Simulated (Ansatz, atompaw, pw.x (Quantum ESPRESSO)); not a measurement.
**Mo (Z = 42) (bcc): variants of one PAW (atompaw) potential in the solid**

| Item | Value |
| --- | --- |
| Element | Mo |
| Generator | atompaw 4.2.0.5 |
| Type | PAW |
| Functional | PBE |
| Relativity | scalar-relativistic |
| Frozen core | [Kr] |
| Valence charge | 6 |
| Reference configuration | 4d5 5s1 5p0 |
| Partial waves | 5s (bound): rc 3.00 bohr; 5s channel at 1 Ry: rc 3.00 bohr; 5p (bound, empty): rc 3.00 bohr; 5p channel at 0.4 Ry: rc 3.00 bohr; 4d (bound): rc 3.00 bohr; 4d channel at 3.65 Ry: rc 3.00 bohr |
| Local potential | bessel scheme, radius 2.05 bohr |
| Core correction | smooth core density matched at 2.35 bohr |
| Augmentation charge | besselshape compensation charge, radius 2.85 bohr; PAW radius 3.00 bohr; waves and projectors: custom rrkj gramschmidtortho |

Crystal test: bcc Mo in pw.x 7.5, no spin, 15³ k-points, Fermi–Dirac smearing 0.01 Ry, cutoffs set for each file from its atomic test. The reference is all-electron LAPW (Ansatz 0.2.0) with the same functional, mesh and smearing; V0 and B0 come from Birch–Murnaghan fits to the pressures at five volumes. Errors are pseudo minus all-electron; Δ is the rms difference of the E(V) curves that follow from these fits, minima aligned, over ±6 % about the mean V0. Mesh and smearing are coarse, so the numbers serve the comparison and aren't converged zero-temperature values; the lattice is a test structure that the element need not adopt.

All-electron: a0 = 3.162 Å (V0 = 15.80 Å³/atom), B0 = 259.2 GPa.

Base: The largest radius (3.00 bohr) exceeds half the bond length (2.59 bohr), so the spheres overlap, which is one possible source of error among others. This is a poor potential for the solid.

A dash in a converged row means that the minimum lies outside the volumes sampled.

| change | cutoffs (Ry) | pw.x | a0 (Å) | a0 error (%) | B0 error (%) | Δ (meV/atom) | mean pressure error (GPa) |
| --- | --- | --- | --- | --- | --- | --- | --- |
| base | 40/400 | converged | 3.186 | +0.76 | -3.1 | 20.3 | +6.04 |
| core correction smooth core density matched at 2.90 bohr | 40/400 | converged | 3.193 | +1.00 | -3.0 | 26.6 | +7.99 |
| augmentation besselshape compensation charge, radius 2.85 bohr; PAW radius 3.00 bohr; waves and projectors: custom polynom vanderbiltortho | 40/400 | converged; bound ghost | – | – | – | – | +34.05 |
| augmentation besselshape compensation charge, radius 2.85 bohr; PAW radius 3.00 bohr; waves and projectors: custom rrkj vanderbiltortho | 40/400 | converged | 3.186 | +0.76 | -2.9 | 20.3 | +6.04 |
| wave 4d (bound): rc 3.00 bohr becomes 4d (bound): rc 2.30 bohr | 40/400 | converged | 3.174 | +0.38 | +0.3 | 10.5 | +3.12 |
